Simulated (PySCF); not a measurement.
**What the settings do**

Molecule: trifluoroacetaldehyde, C2HF3O; geometry GFN2-xTB.

Geometry:
```tsv
atom	x (Å)	y (Å)	z (Å)
O1	1.473	-0.987	-0.655
C2	0.913	-0.030	-0.235
C3	-0.592	-0.008	0.137
F4	-0.742	0.326	1.427
F5	-1.201	-1.171	-0.059
F6	-1.232	0.922	-0.587
H7	1.384	0.952	-0.056
```

All runs: PySCF 2.14.0 with density-fitted response routines, non-relativistic, gas phase unless a solvent (IEF-PCM) is named; grid level 2, GIAOs and SCF threshold 1e-9 unless changed. The yardstick, PBE0/pcSseg-1, gives these isotropic shieldings σ (ppm, equivalent atoms averaged): O1 -370.2, C2 -0.1, C3 63.1, F4/F5/F6 269.0, H7 22.33.

(1) What do these inputs give? (1) PBE0/6-31++G**; aux def2-universal-jkfit; (2) PBE0/6-31G*

(2) Comment on the technical settings.

## Answers

(1) 
```tsv
run	outcome	functions	wall time	O1	C2	C3	F4/F5/F6	H7
1	converged	114	20 s	-291.6	21.6	78.4	280.4	22.18
2	converged	86	14 s	-301.5	20.1	78.3	288.6	22.92
```

Times are on shared hosts with different chips, so compare them loosely.

(2) 
- Run 1: The orbital basis differs from the yardstick's, which in itself moves the values. The other auxiliary basis adds little: it changes only the density-fitting error.
